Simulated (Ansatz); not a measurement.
A run of Ansatz (development build ahead of 0.2.0) on doublet C2H4O(+) at this shape:

```csv
atom,x (Å),y (Å),z (Å)
O,0.8016,0.1978,-0.2093
C,-0.3007,-0.7856,-0.1272
C,-0.5191,0.5558,0.3533
H,-0.0322,-1.5851,0.5551
H,-0.6103,-1.0771,-1.1253
H,-0.9974,1.3011,-0.2732
H,-0.4192,0.7933,1.4072
```

Its results:

```
Converged                       : yes
Total energy                    : -152.41703 hartree
Spin squared of the determinant : 0.763
Stability test                  : minimum
```

Forces (eV/Å):
```json
{"atom": "O1", "Fx": "0.000", "Fy": "0.000", "Fz": "0.000"}
{"atom": "C2", "Fx": "-0.001", "Fy": "0.000", "Fz": "0.000"}
{"atom": "C3", "Fx": "0.000", "Fy": "0.000", "Fz": "0.000"}
{"atom": "H4", "Fx": "0.000", "Fy": "0.000", "Fz": "0.000"}
{"atom": "H5", "Fx": "0.000", "Fy": "0.000", "Fz": "0.000"}
{"atom": "H6", "Fx": "0.000", "Fy": "0.000", "Fz": "0.000"}
{"atom": "H7", "Fx": "0.000", "Fy": "0.000", "Fz": "0.000"}
```

Q: Which input gives this output? Name the method, the orbitals and the basis set, and write the input.

A: UHF in def2-SVP.

```yaml
crystal:
  periodic: [false, false, false]
  atoms:
    - { symbol: O, position_ang: [0.80165, 0.19778, -0.20933] }
    - { symbol: C, position_ang: [-0.30071, -0.78557, -0.12723] }
    - { symbol: C, position_ang: [-0.51906, 0.55576, 0.35332] }
    - { symbol: H, position_ang: [-0.03216, -1.58512, 0.5551] }
    - { symbol: H, position_ang: [-0.61034, -1.07712, -1.12528] }
    - { symbol: H, position_ang: [-0.99745, 1.30111, -0.27323] }
    - { symbol: H, position_ang: [-0.41918, 0.79329, 1.40716] }
basis:
  gaussian: { orbitals: def2-SVP }
total_charge: 1
magnetization:
  spin_polarized: true
  initial_magnetization: 1
hamiltonian:
  xc: hf
output:
  forces: true
```
